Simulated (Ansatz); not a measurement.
Cubic perovskite BaTiO3 (cubic high-temperature phase), treated with PBE0 (PAW; Ansatz, a first-principles code).

Settings: plane-wave cutoff 520 eV, 6×6×6 k mesh, no spin polarisation, scalar-relativistic PAW data made under PBE.

Computed at the level's own relaxed cell.

Question: Estimate the elastic constant C44, Young modulus, elastic constant C12, Voigt–Reuss–Hill bulk modulus and elastic constant C11 that the calculation returns.

Answer: 
* **elastic constant C44**: 139 GPa
* **Young modulus**: 301 GPa
* **elastic constant C12**: 119 GPa
* **Voigt–Reuss–Hill bulk modulus**: 187 GPa
* **elastic constant C11**: 322 GPa

Note: the relaxation could not lower the start's symmetry, so the cell can be a saddle point above a distorted one.

Elastic constants are with the ions relaxed.

Spin–orbit coupling is not included.

Computed values are for the static lattice.
